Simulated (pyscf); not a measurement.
`[O]=[Nb]([F])([F])[F]` + `[OH2]` → `[OH][Nb]([OH])([F])([F])[F]`, an addition across a multiple bond or ene-type step (singlet surface; H–O broken, H–O, Nb–O formed). PySCF, gas phase, ωB97X-D3(BJ)/def2-SVP geometries. Energies in kJ/mol from the separated reactants.

Small-basis levels: PySCF, no dispersion term, spherical d functions. 

Task: In single points SVWN5/6-31G*+LANL2DZ puts the saddle at -49.4 kJ/mol and the reaction energy at -111.9 kJ/mol. Should these be trusted to within a few kcal/mol? Compare with ωB97M-D3(BJ)/def2-TZVP.

Result: ωB97M-D3(BJ)/def2-TZVP gives ΔE‡ = 41.5 kJ/mol and ΔE = -56.6 kJ/mol. SVWN5/6-31G*+LANL2DZ lies 90.9 kJ/mol under it in the barrier and 55.3 kJ/mol under it in the reaction energy, so on this step it does not hold to within 12.6 kJ/mol. At SVWN5/6-31G*+LANL2DZ this geometry lies under one side, so its ΔE‡ may be no barrier of that level. ωB97M-D3(BJ)/def2-TZVP has limits of its own. On the reactant side the descent ends in an adduct with a Nb–O contact, 84.0 kJ/mol under the separated species and 119.5 kJ/mol under the saddle at ωB97X-D3(BJ)/def2-TZVP. What is counted as formed (Nb–O) is already present as a longer contact in the reactant adduct; forming that adduct is a step of its own. At the saddle there is also a short H–Nb contact that neither side keeps. One saddle was located; it need not be the lowest between these sides. In the def2 sets elements past Kr carry core potentials, without spin-orbit coupling.
